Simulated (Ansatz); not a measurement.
(H3Si)2S (Si₂H₆S), 9 atoms. Hardware: 2 threads of Arm Neoverse V2 on a shared host.

Correlated methods freeze 15 core orbitals.

Task: How many basis functions does each of these Ansatz runs have, and roughly what does it cost? PBE-D4/def2-TZVP, charge 1 doublet, energy, from earlier orbitals; CCSD(T)/def2-TZVPP, charge 1 doublet at the geometry of the charge 0 singlet, energy, from earlier orbitals; HF/STO-3G, charge 0 singlet, energy; LC-ωPBE (ω = 0.20 bohr⁻¹)/def2-TZVP, charge 1 doublet at the geometry of the charge 0 singlet, energy, from earlier orbitals; LC-ωPBE (ω = 0.15 bohr⁻¹)/def2-TZVP, charge 0 singlet, energy, from earlier orbitals; PBE-D4/def2-TZVP, charge 1 doublet at the geometry of the charge 0 singlet, energy, from earlier orbitals; LC-ωPBE/def2-TZVP, charge 0 singlet, energy, from earlier orbitals; LC-ωPBE (ω = 0.10 bohr⁻¹)/def2-TZVP, charge 1 doublet at the geometry of the charge 0 singlet, energy, from earlier orbitals; LC-ωPBE (ω = 0.20 bohr⁻¹)/def2-TZVP, charge 0 singlet, energy, from earlier orbitals; PBE-D4/def2-TZVP, charge 0 singlet, relaxation, 6 steps; PBE0-D4/def2-TZVP, charge 0 triplet at the geometry of the charge 0 singlet, energy; B3LYP-D4/def2-TZVP, charge 0 singlet, energy, from earlier orbitals.

Result: Other jobs shared the machine, so times can vary by a factor of up to 3. A dash marks memory too small to be measured apart from the calling script's.

| run | functions | fitting or Cholesky vectors | wall time | peak host memory (GiB) |
| --- | --- | --- | --- | --- |
| HF/STO-3G, charge 0 singlet, energy | 33 | 367 | 0.1 s | – |
| LC-ωPBE (ω = 0.15 bohr⁻¹)/def2-TZVP, charge 0 singlet, energy, from earlier orbitals | 147 | 1029 | 1.8 s | – |
| LC-ωPBE (ω = 0.20 bohr⁻¹)/def2-TZVP, charge 0 singlet, energy, from earlier orbitals | 147 | 1029 | 1.8 s | – |
| B3LYP-D4/def2-TZVP, charge 0 singlet, energy, from earlier orbitals | 147 | 1057 | 1.8 s | – |
| LC-ωPBE/def2-TZVP, charge 0 singlet, energy, from earlier orbitals | 147 | 1029 | 1.9 s | – |
| PBE-D4/def2-TZVP, charge 1 doublet at the geometry of the charge 0 singlet, energy, from earlier orbitals | 147 | 1029 | 2.7 s | – |
| PBE-D4/def2-TZVP, charge 1 doublet, energy, from earlier orbitals | 147 | 1029 | 2.7 s | – |
| LC-ωPBE (ω = 0.20 bohr⁻¹)/def2-TZVP, charge 1 doublet at the geometry of the charge 0 singlet, energy, from earlier orbitals | 147 | 1029 | 3.3 s | – |
| LC-ωPBE (ω = 0.10 bohr⁻¹)/def2-TZVP, charge 1 doublet at the geometry of the charge 0 singlet, energy, from earlier orbitals | 147 | 1029 | 4.4 s | – |
| PBE0-D4/def2-TZVP, charge 0 triplet at the geometry of the charge 0 singlet, energy | 147 | 1071 | 4.6 s | – |
| PBE-D4/def2-TZVP, charge 0 singlet, relaxation, 6 steps | 147 | 1029 | 7.5 s | – |
| CCSD(T)/def2-TZVPP, charge 1 doublet at the geometry of the charge 0 singlet, energy, from earlier orbitals | 210 | 1178 | 11 min | 2.4 |
